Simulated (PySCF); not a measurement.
Hydrogen sulfide, H2S, SMILES S, point group C2v.

Force field and properties: PBE0/pcSseg-2 (PySCF, grid level 2). Vibrational terms come from second-order perturbation theory with semi-diagonal cubic constants, by steps of ±0.6 along the normal coordinates of each isotopologue. The parent has the commonest isotopes.

Equilibrium geometry (Å):

| atom | x | y | z |
| --- | --- | --- | --- |
| S1 | 0.0244 | 0.6165 | -0.0098 |
| H2 | -0.9556 | -0.2990 | -0.0420 |
| H3 | 0.9772 | -0.3277 | 0.0016 |

An isotope shift is δ(isotopologue) − δ(parent), that is, the negative of the change in the averaged GIAO shielding; n counts bonds from the nearest label (0: the labelled atom itself). These are computed values; those of heavy atoms are rounded to 5 ppb, about the numerical noise.

Task: What isotope shifts arise with ²H at 2?

Result: 
```json
{"nucleus": "H2", "n": "0", "0 K (ppb)": "-73", "300 K (ppb)": "-71"}
{"nucleus": "S1", "n": "1", "0 K (ppb)": "-3120", "300 K (ppb)": "-3125"}
{"nucleus": "H3", "n": "2", "0 K (ppb)": "-31", "300 K (ppb)": "-32"}
```

Task: What isotope shifts arise with ²H at 2, ²H at 3?

Result: 
```csv
nucleus,n,0 K (ppb),300 K (ppb)
H2,0,-109,-108
H3,0,-109,-108
S1,1,-6335,-6355
```
